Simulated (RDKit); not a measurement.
RDKit input (MMFF94):

```python
from rdkit import Chem
from rdkit.Chem import AllChem, rdDetermineBonds

mol = Chem.MolFromXYZFile('mol.xyz')
rdDetermineBonds.DetermineBonds(mol, charge=-1)
print('SMILES', Chem.MolToSmiles(Chem.RemoveHs(mol)))
ff = AllChem.MMFFGetMoleculeForceField(mol, AllChem.MMFFGetMoleculeProperties(mol))
e0 = ff.CalcEnergy()
flag = ff.Minimize(maxIts=5000, forceTol=1e-5)
print(f'energy {e0:.4f} -> {ff.CalcEnergy():.4f} kcal/mol, converged: {flag == 0}')
print(Chem.MolToXYZBlock(mol))
```
mol.xyz:
```
12

C     -0.02784272     0.07672693     0.05477787
C     -0.08889168     0.83888068     1.33004228
C     -0.01253030    -0.71527917     1.30288250
C      0.75721562     0.00668667    -1.21024639
C     -0.77765176     0.01327665    -1.22694930
H      0.91531343     1.23209040     1.56079430
H     -0.90142096    -1.28826233     1.58274551
H      0.91258719    -1.26192393     1.51820960
H      1.25888284    -0.91323288    -1.50845941
H      1.26283121     0.90616505    -1.55641461
H     -1.27312957    -0.91059355    -1.51956341
H     -1.27685927     0.91400673    -1.58035391
```

Output:

```
SMILES [CH-]1CC12CC2
energy 34.3923 -> 20.5667 kcal/mol, converged: True
12

C     -0.003211   -0.143765   -0.000388
C     -0.024727    0.699432    1.137199
C     -0.004988   -0.778042    1.289770
C      0.770499    0.017730   -1.215834
C     -0.776551    0.001603   -1.218435
H      0.811195    1.309456    1.455557
H     -0.922856   -1.200159    1.673369
H      0.915610   -1.183211    1.684910
H      1.277026   -0.848728   -1.622721
H      1.263101    0.963156   -1.406342
H     -1.265467   -0.875120   -1.624679
H     -1.291127    0.936189   -1.404941
```

The dipole moment of an ion depends on the origin.
